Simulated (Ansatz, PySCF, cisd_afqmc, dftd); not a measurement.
Reaction: H2S (sulfane, SMILES S) → H2S+ (parent SMILES S, doublet) + e-
Each species at its own B3LYP-D3(BJ)/def2-TZVP minimum (Ansatz, a quantum-chemistry and plane-wave program).

Quantity: adiabatic ionisation energy (0 K, zero-point energies from PySCF's Hessians at B3LYP-D3(BJ)/def2-TZVP), in eV. Radicals and triplets start from unrestricted determinants; spin-orbit coupling is neglected. Cores are frozen in correlated methods. Rows without X2C or -DK are non-relativistic. The Monte Carlo rows (phaseless AFQMC, CISD trial, step 0.005/hartree) carry one-sigma bars that omit the constraint's bias. Outlying blocks are dropped, and bars are widened where a walk drifts. Over all cases where full CI ran beside it in this data, AFQMC minus full CI had a median of +0.1 mEh and passed +0.4 mEh in a tenth of the cases. CBS(X,Y): correlation extrapolated as X^-3, Hartree-Fock from the larger set (Q,5: extrapolated as (X+1)exp(-9√X)). A bracket is a step between two methods taken in the basis named. The functionals are non-relativistic, so their misses hold any scalar relativity. Double hybrids freeze cores in their MP2 part. 'core' is core correlation in cc-pwCVTZ (1s frozen past Ne), 'X2C' scalar relativity in cc-pVTZ-DK, both at CCSD(T).

Measured: 10.46 eV (CCCBDB table in ASE).

| level | program | adiabatic ionisation energy (eV) | error against that value |
|---|---|---|---|
| r2SCAN/def2-TZVPD | Ansatz | 10.30 | -0.16 |
| r2SCANh/def2-TZVPD | Ansatz | 10.29 | -0.17 |
| B2GP-PLYP-D4/def2-TZVPD | Ansatz + dftd4 | 10.31 | -0.15 |
| CCSD(T)/CBS(cc-pV(T+d)Z,cc-pV(Q+d)Z) | Ansatz | 10.48 | 0.02 |
| CCSDT(Q)/cc-pV(T+d)Z | Ansatz | 10.28 | -0.18 |
| AFQMC/CISD/cc-pV(D+d)Z | cisd_afqmc | 9.93 ± 0.01 | -0.53 |
| AFQMC/CISD/cc-pV(T+d)Z | cisd_afqmc | 10.26 ± 0.01 | -0.20 |
| CCSD(T)/CBS(cc-pV(Q+d)Z,cc-pV(5+d)Z) + [CCSDTQ - CCSD(T)]/cc-pV(D+d)Z + core + X2C | Ansatz | 10.47 | 0.01 |
| CCSD(T)/CBS(cc-pV(Q+d)Z,cc-pV(5+d)Z) + [CCSDT(Q) - CCSD(T)]/cc-pV(Q+d)Z + [CCSDTQ - CCSDT(Q)]/cc-pV(D+d)Z + core + X2C | Ansatz | 10.47 | 0.01 |
